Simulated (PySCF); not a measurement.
Mg: ionisation energy

Mg [Ne] 3s2 (1S) → Mg⁺ [Ne] 3s1 (2S), as a difference of total energies. All numbers are calculated (PySCF 2.14, scalar relativity by spin-free X2C-1e, in x2c-QZVPPall (9s6p5d2f, 66 functions)). Correlated levels: valence: [Ne] frozen; valence and next inner shell: 1s2 frozen. The calculations carry no spin-orbit coupling.

```csv
method,ionisation energy (eV)
UHF,6.615
LDA,7.733
PBE,7.622
PBE0,7.551
r2SCAN,7.381
PW91,7.659
wB97M-V,7.673
B97-3,7.713
LC-wPBE,7.475
MP2 (valence),7.258
SCS-MP2 (valence),7.387
MP2 (valence and next inner shell),7.389
SCS-MP2 (valence and next inner shell),7.488
```

Problem. How much does correlation contribute at MP2 (valence and next inner shell)?

Solution. 7.389 − (6.615) = 0.774 eV, measured against UHF.

Errors of the correlated levels include the incompleteness of this basis and the frozen core.

MP2 underrates the near-degeneracy of ns² with np² in the lower species.

For comparison: 7.646 eV (measured; NIST Atomic Spectra Database, ionization energies).
